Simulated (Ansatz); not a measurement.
How far each method lies from RCCSDT(Q) for SiF$_{4}$, singlet

Geometry: a PBE0/def2-TZVP stationary point for this spin, not checked as a minimum.

```yaml
atoms:
  - { symbol: Si, position_ang: [0.0000, 0.0000, 0.0000] }
  - { symbol: F, position_ang: [0.8992, 0.9045, 0.9015] }
  - { symbol: F, position_ang: [-0.9024, -0.9008, 0.9020] }
  - { symbol: F, position_ang: [-0.9010, 0.8989, -0.9052] }
  - { symbol: F, position_ang: [0.9043, -0.9027, -0.8982] }
```

Basis cc-pVDZ; Ansatz 0.2.0. Only valence electrons are correlated (noble-gas cores frozen), which leaves 32 electrons in 65 orbitals. Prefix R: restricted or restricted open-shell reference. Active spaces: frontier = (8e, 8o) about the gap.

Full CI isn't at hand for all of this; RCCSDT(Q) serves as the reference, and is uncertain by about the last step of the cluster series.

The UHF ⟨S²⟩ is 0.000. The T1 diagnostic (RCCSD) is 0.0112 and the largest doubles amplitude (RCCSD) is 0.015.

| level | E − E(RCCSDT(Q)) (kJ/mol) | share of correlation (%) | wall time |
| --- | --- | --- | --- |
| RHF | 2241.5 | 0.00 | – |
| RMP2 | 52.4 | 97.66 | – |
| RCCSD | 39.0 | 98.26 | – |
| RCCSD(T) | 6.2 | 99.72 | 15 s |
| BCCD(T) | 5.3 | 99.76 | 2.5 s |
| RCCSDT | 5.2 | 99.77 | – |
| CASSCF (frontier space) | 1949.3 | 13.04 | – |
| MRCISD (frontier space) | 240.3 | 89.28 | – |
| MRCISD+Q (frontier space) | 44.1 | 98.03 | 18 s (H100) |

The correlation energy at RCCSDT(Q), counted from RHF, is -23.232 eV. That run took 29 s on 2 threads of AMD EPYC 7R13 with a shared H100 80 GB, shared host.

Times hold each run's SCF and search for its determinant on a shared host, so for small cases they say little of a method's own cost; rows without a card ran on 1 thread of AMD EPYC 7R13. Some runs computed forces too.

Atomization energy (electronic, same basis, no zero-point term; atoms at the same level, unrestricted beside the R rows where the molecule is a closed shell, with restricted open-shell steps beyond CCSDT(Q)) at RCCSDT(Q): 1999.3 kJ/mol. Errors of other levels:

```csv
level,error (kJ/mol)
RHF,-467.9
RMP2,126.6
RCCSD,-24.0
RCCSD(T),-3.1
BCCD(T),-1.9
RCCSDT,-4.0
```

This basis is far from its limit, so the value isn't to be set against a measured one.
